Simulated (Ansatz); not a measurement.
A made-up structure of CH₅NSi, singlet:

N1  (-0.352, 0.472, -0.524)
C2  (-1.418, -0.065, -0.958)
Si3  (0.703, -0.438, 0.750)
H4  (-1.907, 0.556, -1.665)
H5  (-0.042, 1.389, -0.844)
H6  (0.824, 0.407, 1.969)
H7  (2.070, -0.633, 0.195)
H8  (0.081, -1.741, 1.077)
(Å)

It is relaxed with PBE-D4/def2-SVP and then PBE0-D4/def2-TZVP (Ansatz 0.2.0). Atoms count as bonded within 1.22 times the sum of their covalent radii (H–H: 0.88 Å). The end point is not checked to be a true minimum.

(1) Does its bonding change? (A judgement: the text doesn't fix the answer.)

Results:

(1) Computed: No: no bond forms or breaks.

Where it ends: The first stage lowers the energy by 0.26 eV in 6 steps. It ends as CH₅NSi ([CH][NH][SiH3]):
N1  (-0.218, 0.342, -0.621)
C2  (-1.521, 0.277, -0.494)
Si3  (0.664, -0.413, 0.720)
H4  (-1.994, 0.769, -1.368)
H5  (0.258, 0.783, -1.412)
H6  (0.332, 0.285, 1.979)
H7  (2.113, -0.247, 0.413)
H8  (0.323, -1.849, 0.783)
(Å)

Labels in which every atom is bracketed show which atoms are joined, not bond orders.

For scale, one of the runs: PBE0-D4/def2-TZVP relaxation, 129 basis functions, launched by `ansatz run in.yaml --threads 2 --pin off --events-out ev --progress --plain --max-ram 4352MiB`. Hardware: 2 CPU threads of an Arm Neoverse V2, shared host. Wall time about 44 s.
